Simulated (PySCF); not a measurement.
Computed IR spectrum (relative IR intensity) of a molecule C3H6O. Coordinates come from a B3LYP-D3(BJ)/def2-SVP optimisation. One conformer was computed; it need not be the lowest. Calculation: PySCF 2.14.0 with B3LYP-D3(BJ)/def2-SVP. Frequencies are harmonic and unscaled.

```tsv
ν (cm⁻¹)	relative intensity
539	8.6
880	3.7
1105	2.5
1229	36
1361	10
1374	44
1438	8.5
1440	3.5
1461	11
1839	100
3033	2.4
3107	8.2
3160	7.0
```

Identify the compound among the candidates.
(A) OC1CC1
(B) C1COC1
(C) C=COC
(D) CC(C)=O

D, CC(C)=O
